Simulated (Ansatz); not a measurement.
**hcp Os**

Method: r²SCAN50 (PAW; Ansatz, a program for electronic structure).

Numerical settings: plane-wave cutoff 520 eV, 12×12×6 k mesh (along the axes of the cell as run), Fermi–Dirac smearing 0.05 eV, no spin polarisation, scalar-relativistic PAW data made under PBE.

Cell (relaxed at this level):

Space group P6₃/mmc (No. 194); a = b = 2.694 Å, c = 4.250 Å, α = β = 90.00°, γ = 120.00°

| atom | site | symmetry | x | y | z |
|---|---|---|---|---|---|
| Os | 2c | -6m2 | 0.3333 | 0.6667 | 0.2500 |

| Item | Value |
|---|---|
| equilibrium lattice constant a | 2.694 Å |
| lattice parameter c | 4.250 Å |

Measured, for comparison: lattice constant a 2.734 Å (293 K, no zero-point or thermal correction, our sources range from 2.734 to 2.740; as tabulated in Wikipedia's data pages); lattice parameter c 4.320 Å (293 K, no zero-point or thermal correction; as tabulated in Wikipedia's data pages). Computed (rounded) less measured: lattice constant a -1.5 % (-1.5 % to -1.7 % over the range), lattice parameter c -1.6 %. A static lattice is as a rule a little smaller and stiffer than an uncorrected measurement, which narrows the difference in the lattice constant a, lattice parameter c and would widen misses of the other sign.

Spin–orbit coupling is not included.

The result took about 50 core-minutes (a rough figure).
